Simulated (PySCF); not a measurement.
**Gas-phase XPS of `C#CP(C)C=C`, computed**

C5H7P.
Cartesian coordinates in Å at the GFN2-xTB level; atoms count from 1:
```
atom  x, y, z in Å
C1    -1.417   -2.114    0.295
C2    -0.976   -1.158   -0.286
P3    -0.414    0.169   -1.311
C4    -1.138    1.570   -0.320
C5     1.294    0.319   -0.690
C6     1.979   -0.621   -0.061
H7    -1.784   -2.931    0.847
H8    -0.910    1.458    0.739
H9    -0.728    2.511   -0.685
H10   -2.217    1.583   -0.460
H11    1.763    1.261   -0.955
H12    1.535   -1.569    0.192
H13    3.008   -0.478    0.231
```

Computed, not measured: PySCF 2.14.0, delta-SCF UKS SCAN, pcX-2 on the ionised atom, pcseg-1 elsewhere, spin-free X2C. Vertical ΔSCF values, vacuum level as zero.

Q: Give the core binding energies atom by atom.

A: 
```tsv
atom(s)	bonded to	level	binding energy (eV)	2p1/2 (eV)	above the level's lowest (eV)	count
C1	C (triple bond) and H	C 1s	290.07	–	+0.11	1
C2	C (triple bond) and P	C 1s	290.29	–	+0.33	1
P3	3 C	P 2p3/2	136.69	137.58	0.00	1
P3	3 C	P 1s	2150.38	–	0.00	1
C4	3 H and P	C 1s	290.40	–	+0.44	1
C5	C (double bond), H and P	C 1s	290.28	–	+0.32	1
C6	C (double bond) and 2 H	C 1s	289.96	–	0.00	1
```

Lowest listed C 1s: C6, bonded to C (double bond) and 2 H. Highest, 0.44 eV above it: C4, bonded to 3 H and P. The widest gap between neighbouring values is 0.21 eV, between 290.07 and 290.28 eV. Summing the Pauling electronegativity differences to the bonded atoms, each weighted by its formal bond order, gives -0.70 for the lowest site and -1.41 for the highest; the largest sum, -0.35, belongs to C1, 0.33 eV below the top. The smallest sum, -1.41, belongs to C4, 0.44 eV above the lowest. The values 290.28 and 290.29 eV lie too close for their order to be trusted.

Q: Give the binding energy of P 2p3/2 of P3 in hartree and in kJ/mol.

A: 136.69 eV = 5.0233 Eh = 13189 kJ/mol.

Q: Which photon energy gives electrons from P 2p3/2 of P3 a kinetic energy of 20 eV, and what is their de Broglie wavelength?

A: hν = 136.69 + 20 = 156.69 eV, recoil neglected; λ = 12.264 Å/√(E/eV) = 2.74 Å.

The unrestricted hole states depart most from a pure doublet (⟨S²⟩ = 0.75; over 0.85 named) for C 1s of C2 (0.86), which makes this value less certain. For 2p shells one spin-free hole was relaxed; a mean-field spin–orbit operator and the ground-state splitting of the three 2p orbitals were then diagonalised within the shell. The shell's mean is (2 × 2p3/2 + 2p1/2)/3, and the degeneracies 2j + 1 give areas of 2:1. 2p1/2 minus 2p3/2 (ligand field included): P 0.90 eV. One conformer (not necessarily the lowest) at the GFN2-xTB geometry, without solvent, vibrations or thermal averaging.
